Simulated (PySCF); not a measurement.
Calculated properties of `N#C[CH-]C#N`

C₃HN₂ (charge -1).
Bonds: N1–C2 (triple), C2–C3, C3–C4, C4–N5 (triple). Hydrogens: H6 on C3.

PBE0-D3(BJ)/def2-SVP geometry optimisation, gas phase (PySCF):

| Property | Result |
| --- | --- |
| Point group | C2v |
| Rotational constants A, B, C | 32.476, 2.769, 2.552 GHz |

**B97-2/pcSseg-2 ground state and GIAO shieldings, non-relativistic (PySCF)**

| Quantity | Value |
| --- | --- |
| HOMO energy | -0.65 eV |
| LUMO energy | 4.57 eV |
| HOMO–LUMO gap | 5.22 eV |
| 13C chemical shifts (computed TMS as zero) by class | 137.4 (C2/C4), -3.2 (C3) ppm |
| 1H chemical shifts (computed TMS as zero) by class | 0.88 (H6) ppm |
| Isotropic shieldings of nuclei other than C and H, by class | -20 (N1/N5) ppm |

**B3LYP/pcJ-1 indirect spin-spin coupling, non-relativistic, gas phase (PySCF)**

| Item | Value |
| --- | --- |
| Largest of the computed one-bond spin–spin couplings (means over like bonds) | 13C–1H +178.5 (C3–H6), 13C–13C +111.1 (C2–C3 and 1 like it), 15N–13C -18.7 (N1–C2 and 1 like it) Hz |

From delta-SCF UKS SCAN, pcX-2 on the ionised atom, pcseg-1 elsewhere, spin-free X2C (PySCF):

| Quantity | Value |
| --- | --- |
| Core binding energies | C1s 285.7 (C3), C1s 286.7 (C2/C4), N1s 398.9 (N1/N5) eV |

Monoisotopic mass of the ion (most abundant isotopes, electron mass counted): 65.0145 u.

The rotational constants make it an asymmetric top with κ = (2B − A − C)/(A − C) = -0.99, nearer the prolate limit (−1). With B = h/(8π²I), that is 505.379 GHz u Å² over I, the principal moments of inertia are 15.6, 182.5 and 198.1 u Å² (most abundant isotopes); the inertial defect Ic − Ia − Ib is 0.0 u Å² (zero for a rigid planar frame, negative otherwise).

No diffuse functions stand in pcJ-1 and pcSseg-2, which bears on an anion's orbital energies.
